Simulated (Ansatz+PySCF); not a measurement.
The numbers below are computed, except where a source is named.
**Several solutions for singlet CO**

| atom | x (Å) | y (Å) | z (Å) |
| --- | --- | --- | --- |
| C | 0.0000 | 0.0000 | -1.1281 |
| O | 0.0000 | 0.0000 | 0.8461 |

Basis set: STO-3G (spherical functions). Charge 0, multiplicity 1.

PBE0 (unrestricted) was run from several starts with Ansatz (development build ahead of 0.2.0) and PySCF 2.14.0.

```csv
run,program,start,converged,energy (hartree),<S²>
A,PySCF,program defaults,yes,-111.29913,0.00
B,Ansatz,stability test followed,yes,-111.36153,1.40
C,Ansatz,"atomic start, no search",yes,-111.29913,0.00
D,Ansatz,search for the lowest state,yes,-111.36153,1.40
```

Question: Which runs reached the lowest solution of this kind, and what is wrong with the others?

Answer: B, D reached the lowest solution found. Converged but too high: A by 1.70 eV, C by 1.70 eV. Convergence only shows a stationary point, and even a stable one can lie too high; stability tests and further starts are what find lower ones. Caution: the unrestricted determinant is a mixture of spin states.
